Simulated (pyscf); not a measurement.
Thermochemistry of product channels of O=Si(OH)–OH (SMILES O=[Si](O)O) + HCl (SMILES Cl) on the singlet surface, in kcal/mol, from CCSD(T)/def2-TZVPP + ΔMP2(QZVPP) energies (ideal gas, 1 atm, RRHO with modes under 100 cm⁻¹ raised to 100, one conformer, R ln 2 for chiral ones without a mode under 150 cm⁻¹). Structures and frequencies: ωB97X-D3(BJ)/def2-SVP in PySCF. MP2 and CC: frozen core, UHF for open shells. ΔMP2 is the change of the MP2 total energy from the triple- to the quadruple-zeta basis.

```csv
products,ΔE,ΔH(298 K),ΔG(600 K),ΔG(900 K)
HO–Si(OH)(OH)–Cl (SMILES O[Si](O)(O)Cl),-66.1,-63.7,-45.4,-36.7
O=Si(OH)–Cl (SMILES O=[Si](O)Cl) + H₂O (SMILES O),+5.6,+6.9,+4.7,+3.9
```

These are energies of the channels, which say nothing of barriers. The CCSD(T) − MP2 part came from Ansatz, without density fitting, on the same reference.
